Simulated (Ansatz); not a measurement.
## Ansatz (development build ahead of 0.2.0) run

```yaml
crystal:
  periodic: [false, false, false]
  atoms:
    - { symbol: O, position_ang: [-1.77159, -0.14669, 0.0] }
    - { symbol: H, position_ang: [-1.08122, 0.4685, 0.0] }
    - { symbol: H, position_ang: [-1.04521, -0.83903, 0.0] }
    - { symbol: O, position_ang: [1.61721, 0.7147, 0.0] }
    - { symbol: O, position_ang: [1.76743, -0.41269, 0.0] }
basis:
  gaussian: { orbitals: pcseg-2 }
magnetization:
  spin_polarized: true
  initial_magnetization: 2
hamiltonian:
  xc: pbe0
```

The input is written out in the form of the current development build from the run's settings.

The run gave:

- Converged: yes
- Total energy: -226.59418 hartree
- Spin squared of the determinant: 2.009
- Stability test: minimum

Caution: other spin multiplicities may lie lower.
